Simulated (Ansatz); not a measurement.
Cost and result for the atomization energy of C4H7N, SMILES `C=NC(=C)C` (12 atoms, 11 bonds).

```xyz
12

C    -0.096   -2.008   -0.175
N    -0.582   -0.911   -0.562
C    -0.166    0.280    0.047
C    -0.275    0.478    1.361
C     0.308    1.313   -0.921
H    -0.456   -2.935   -0.620
H     0.681   -2.073    0.595
H    -0.018    1.433    1.801
H    -0.678   -0.288    2.012
H    -0.466    1.510   -1.667
H     1.190    0.957   -1.461
H     0.560    2.243   -0.412
```

Total charge 0; spin multiplicity 1. The geometry is a stationary point of PBE0-D4/def2-TZVP. It is one conformer, not always the lowest. Program: Ansatz. All runs use 4 threads of an Arm Neoverse V2 on a shared host. Times are those of one run each, without the atoms' runs, and a repeat can differ threefold. Electronic energies, without spin–orbit coupling; frozen cores. CCSD(T)/CBS adds CCSD(T) − MP2 in def2-TZVPP to the MP2 limit, and its time is that of the two runs behind it. T1 = 0.012; the RHF reference is unstable towards UHF. B3LYP takes the VWN-RPA correlation (the form of Gaussian; ORCA's B3LYP/G).

CCSD(T)/CBS is a level of theory with its own doubt, some kJ/mol a heavy atom from the limit and from the frozen cores, so smaller differences don't rank the functionals.

```
                             level  functions  wall time  atomization (kJ/mol)  difference from CCSD(T)/CBS  per bond
   PBE-D4/def2-TZVPP (with forces)        253      1.8 s                5090.6                        163.4      14.9
                PBE0-D4/def2-TZVPP        253      1.9 s                4983.8                         56.6       5.1
 B3LYP-D4/def2-TZVPP (with forces)        253      2.9 s                4961.6                         34.4       3.1
r2SCAN-D4/def2-TZVPP (with forces)        253        3 s                4946.0                         18.8       1.7
                 B2PLYP/def2-TZVPP        253      3.9 s                4903.5                        -23.7      -2.2
                ωB97X-V/def2-TZVPP        253      5.5 s                4940.8                         13.6       1.2
  ωB97M-V/def2-TZVPP (with forces)        253      7.5 s                4953.0                         25.8       2.3
                    MP2/def2-QZVPP        495       18 s                4953.9                         26.7       2.4
                CCSD(T)/def2-TZVPP        253      100 s                4806.9                       -120.3     -10.9
                 CCSD(T)/CBS(def2)          –      2 min                4927.2                          0.0       0.0
```

The D4 term adds +34.6 kJ/mol with B3LYP and +18.1 kJ/mol with PBE0; it sums over pairs of atoms, weighted by their polarisabilities, and B3LYP, whose exchange is more repulsive, gets the larger term. From PBE to PBE0 (25 % exact exchange), in def2-TZVPP and without D4, the atomization energy moves by −103.3 kJ/mol: exact exchange takes away binding that semilocal exchange gives to molecules. In def2-TZVPP, CCSD(T) changes the Hartree–Fock value by +1235.6 kJ/mol (the triples alone add +81.3 kJ/mol) and MP2 by +1311.6 kJ/mol; breaking electron pairs costs correlation energy, which Hartree–Fock lacks.
